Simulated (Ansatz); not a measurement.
AlH3. Total charge 0; singlet. Geometry PBE0-D4/def2-TZVP, basis def2-TZVP, Ansatz.

```xyz
4

Al    0.0000    0.0000    0.0000
H    -0.4561    1.5130    0.1322
H    -0.8855   -1.1532    0.6331
H     1.3415   -0.3598   -0.7652
```

| run | HOMO (eV) | LUMO (eV) |
| --- | --- | --- |
| A | -7.30 | -2.53 |
| B | -7.29 | -2.43 |
| C | -7.62 | -2.13 |
| D | -11.42 | 0.27 |
| E | -11.75 | 0.88 |
| F | -10.01 | -0.85 |

LC-ωPBE has ω = 0.4 bohr⁻¹.

Task: The runs used CAM-B3LYP, HF, LC-ωPBE, PBE, r2SCAN, revPBE. Estimate which is which.

Result: A PBE (0 % exact exchange); B revPBE (0 % exact exchange); C r2SCAN (0 % exact exchange); D LC-ωPBE (range-separated); E HF (100 % exact exchange); F CAM-B3LYP (range-separated). Exact exchange lowers occupied and raises empty levels; among semilocal functionals meta-GGAs tend to open the gap a little, and such runs are hard to tell apart. The gap grows from 4.77 eV (PBE) to 12.63 eV (HF).
